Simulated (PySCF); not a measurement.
**Converging SiC in the basis (CCSD)**

PySCF, ROHF reference; triplet, unpaired electrons σ ↑, π ↑; De to Si + C without counterpoise correction. Frozen cores follow the default of each basis and core potential.

| basis | relativity | functions | Re (Å) | ωe (cm⁻¹) | De (eV) | frozen orbitals |
| --- | --- | --- | --- | --- | --- | --- |
| cc-pV(D+d)Z/cc-pVDZ | no relativity | 37 | 1.736 | 963 | 3.57 | 6 |
| aug-cc-pV(D+d)Z/aug-cc-pVDZ | no relativity | 55 | 1.739 | 954 | 3.60 | 6 |
| x2c-TZVPPall | spin-free X2C | 73 | 1.717 | 986 | 3.90 | 6 |
| def2-TZVPPD | no relativity | 85 | 1.718 | 987 | 3.92 | 6 |

Problem. How does each smaller set differ from the one with most functions, def2-TZVPPD?

Solution. cc-pV(D+d)Z/cc-pVDZ: +1.8 pm, -2.4 % in ωe, -0.35 eV in De; aug-cc-pV(D+d)Z/aug-cc-pVDZ: +2.1 pm, -3.3 % in ωe, -0.32 eV in De; x2c-TZVPPall: -0.1 pm, -0.1 % in ωe, -0.02 eV in De. All at CCSD; the set with most functions is neither the basis-set limit nor always the best. The rows treat relativity differently, so the differences are not basis effects alone.

Correlated steps freeze 6 core orbitals. Correlated levels converge slowly with the basis: in double zeta they bind strong bonds too weakly, by up to about 1 eV, and carry superposition errors of some tenths. The CCSD T1 diagnostic is raised in SiC, a sign that a single reference may not be enough there. The state was picked by a PBE0 search and need not be the measured ground state.
